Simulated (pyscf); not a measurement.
Single points on ωB97X-D3(BJ)/def2-SVP structures (PySCF, gas phase). MP2 and CC: frozen core, UHF for open shells. ΔMP2 is the change of the MP2 total energy from the triple- to the quadruple-zeta basis.

Question: What is the homolytic dissociation enthalpy (298 K, CCSD(T)/def2-TZVPP + ΔMP2(QZVPP)) of the Cl–Sb bond of HO–Sb(OH)–Cl, to HO–Sb•–OH + Cl•?

Answer: Cl–Sb to HO–Sb•–OH + Cl•: 87.3 kcal/mol. Other isomers of HO–Sb•–OH were not searched in full and may lie lower. The CCSD(T) − MP2 part came from Ansatz, without density fitting, on the same reference. The frozen core leaves the outer d or s,p core shells of the metals and heavy elements correlated in the MP2 and CC values, and def2-TZVPP describes them poorly, which can shift differences by a few kcal/mol. Left out: the spin-orbit lowering of Cl. Elements past Kr carry the def2 core potentials, without spin-orbit coupling.
